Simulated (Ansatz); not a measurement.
# AlH3 (SMILES [AlH3]): B2PLYP/def2-TZVPPD

What is the vertical electron affinity of AlH3 at B2PLYP/def2-TZVPPD? 

The calculation is run with Ansatz 0.2.0.

35 further runs of the same task are left out: 1 that didn't finish, 34 set aside as unsound or not needed.

**1. The molecule**

AlH3 has 4 atoms, charge 0, and is taken as a singlet. As SMILES, `[AlH3]`. Geometry: relaxed at PBE0-D4/def2-TZVP.

Bond lengths: Al1–H2 1.586 Å, Al1–H3 1.586 Å, Al1–H4 1.586 Å. Angles: H2–Al1–H3 120.0°, H2–Al1–H4 120.0°, H3–Al1–H4 120.0°.

**2. The energy at B2PLYP/def2-TZVPPD**

The input, input.yaml:

```yaml
crystal:
  periodic: [false, false, false]
  atoms:
    - {symbol: Al, position_ang: [0.013700, -0.014800, -0.005100]}
    - {symbol: H, position_ang: [0.633200, 0.670900, 1.283600]}
    - {symbol: H, position_ang: [-1.340800, -0.832000, 0.105100]}
    - {symbol: H, position_ang: [0.749400, 0.115700, -1.403900]}
basis:
  gaussian:
    orbitals: def2-TZVPPD.json
hamiltonian:
  xc: {name: B2PLYP}
correlation:
  frozen_orbitals: {Al: 5, H: 0}
accuracy: high
output: {orbitals: {seedname: orbitals}}
```

The basis set def2-TZVPPD is read from a file made from the Basis Set Exchange's data (not shown).

On the command line:

```
$ ansatz run input.yaml --threads 1 --pin off --max-ram 3480MiB --events-out events.jsonl --progress --plain --runs-dir runs
```

Output:

```text
Warning: RAYON_NUM_THREADS=1 ignored (pool sized by the plan → 1); use --threads N
Functional definition: B2PLYP
  name "B2PLYP"
  parameter a = 0.53
  parameter c = 0.27
  exchange = (1 - a)*b88_x + a*exact_x
  correlation = (1 - c)*lyp_c + c*(mp2_os + mp2_ss)
1496 factors; integrals over basis functions are off by at most 3.3e-9 eV
mean field evaluation 1: about -6640.7034 eV, gradient 7.9e0 eV
mean field evaluation 2: about -6640.7025 eV, gradient 7.9e0 eV
mean field evaluation 4: about -6640.9168 eV, gradient 5.1e-1 eV
mean field evaluation 8: about -6640.9171 eV, gradient 5.7e-4 eV
mean field -6640.91712268 eV, -244.0492028832 hartree, gradient 7.2e-8 eV, S^2 0.000000; 0 other end points of the search recorded, 0 dependent functions left out
5 core orbitals not correlated: weight in the atoms' cores, before any rotation towards them, 1.000 or more for the frozen orbitals, at most 0.000 for the correlated occupied ones
reference -6640.91714440 eV, -244.0492036815 hartree; 3, 3 occupied and 91, 91 virtual orbitals, 1496 factors
second order -3.15549714 eV of doubles, -0.00000000 eV of singles
Total energy: -6641.76912863 eV, -244.0805135243 hartree
```

Run time: 4.5 s. Hardware: 1 thread of Arm Neoverse V1, shared host; peak memory 0.2 GiB.

**3. The doublet anion**

The input, run.yaml:

```yaml
crystal:
  periodic: [false, false, false]
  atoms:
    - {symbol: Al, position_ang: [0.013700, -0.014800, -0.005100]}
    - {symbol: H, position_ang: [0.633200, 0.670900, 1.283600]}
    - {symbol: H, position_ang: [-1.340800, -0.832000, 0.105100]}
    - {symbol: H, position_ang: [0.749400, 0.115700, -1.403900]}
basis:
  gaussian:
    orbitals: def2-TZVPPD.json
total_charge: -1
magnetization:
  spin_polarized: true
  initial_magnetization: 1
hamiltonian:
  xc: {name: B2PLYP}
correlation:
  frozen_orbitals: {Al: 5, H: 0}
accuracy: high
output: {orbitals: {seedname: orbitals}}
```

The basis set def2-TZVPPD is read from a file made from the Basis Set Exchange's data (not shown).

On the command line:

```
$ ansatz run run.yaml --threads 1 --pin off --max-ram 3480MiB --events-out events.jsonl --progress --plain --runs-dir runs
```

Output, cut to the lines that bear on the results:

```text
Warning: RAYON_NUM_THREADS=1 ignored (pool sized by the plan → 1); use --threads N
[... 2 set-up lines as earlier in the session ...]
[...]
1496 factors; integrals over basis functions are off by at most 3.3e-9 eV
[...]
mean field -6640.68679719 eV, -244.0407385774 hartree, gradient 9.7e-8 eV, S^2 0.756463; 2 other end points of the search recorded, 0 dependent functions left out
5 core orbitals not correlated: weight in the atoms' cores, before any rotation towards them, 1.000 or more for the frozen orbitals, at most 0.000 for the correlated occupied ones
reference -6640.68681707 eV, -244.0407393082 hartree; 4, 3 occupied and 90, 91 virtual orbitals, 1496 factors
second order -3.70245254 eV of doubles, -0.00000000 eV of singles
Total energy: -6641.68647926 eV, -244.0774762160 hartree
```

Wall time 8.4 s (1 thread of Arm Neoverse V1, shared host); peak memory 0.26 GiB.

**4. Outcome**

At B2PLYP/def2-TZVPPD, 5 core orbitals frozen:

| quantity | value |
| --- | --- |
| singlet AlH3: total energy | -244.08051 Eh |
| singlet AlH3: HOMO energy (SCF part's orbitals) | -9.77 eV |
| singlet AlH3: LUMO energy (SCF part's orbitals) | -0.76 eV |
| singlet AlH3: HOMO–LUMO gap (SCF part's orbitals) | 9.01 eV |
| doublet anion: total energy | -244.07748 Eh |
| doublet anion: HOMO energy (SCF part's orbitals) (highest over α and β) | 1.27 eV |
| doublet anion: LUMO energy (SCF part's orbitals) (lowest over α and β) | 4.23 eV |
| doublet anion: ⟨S²⟩ | 0.756 |
| vertical electron affinity (to the doublet anion) | -0.083 eV |

The anion lies 0.08 eV (1.9 kcal/mol) above the neutral: the electron isn't bound at this level, and such a value depends on the basis. The HOMO (doublet anion) lies at positive energy, 1.27 eV; only total energies tell whether the electron is bound.
